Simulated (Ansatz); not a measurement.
We consider diamond, described by LDA in Ansatz (plane waves, PAW).

Settings: plane-wave cutoff 500 eV, 14×14×14 k mesh, gaussian smearing 0.02 eV, scalar-relativistic PAW data made under PBE.

Cell (relaxed at this level):

```cif
data_C8
_chemical_formula_sum 'C8'
_space_group_name_H-M_alt 'Fd-3m :1'
_space_group_IT_number 227
_space_group_name_Hall 'F 4d 2 3 -1d'
_cell_length_a 3.53193
_cell_length_b 3.53193
_cell_length_c 3.53193
_cell_angle_alpha 90.000
_cell_angle_beta 90.000
_cell_angle_gamma 90.000
loop_
_atom_site_label
_atom_site_type_symbol
_atom_site_symmetry_multiplicity
_atom_site_Wyckoff_symbol
_atom_site_fract_x
_atom_site_fract_y
_atom_site_fract_z
_atom_site_occupancy
C1 C 8 b 0.50000 0.50000 0.50000 1
```
(The calculation used a cell of 2 atoms; values per cell refer to that cell.)

Problem. Give the computed band gap.

Solution. 
band gap: 4.18 eV (on the SCF k mesh)

Measured, for comparison: band gap 5.48 eV (low temperature, zero-point motion not removed; as tabulated in arXiv:1206.3780). Computed (rounded) less measured: band gap -1.30 eV.

Static lattice: no zero-point or thermal effects.

The result took around 7 core-seconds (rough).

Ansatz is a quantum-chemistry and plane-wave program.
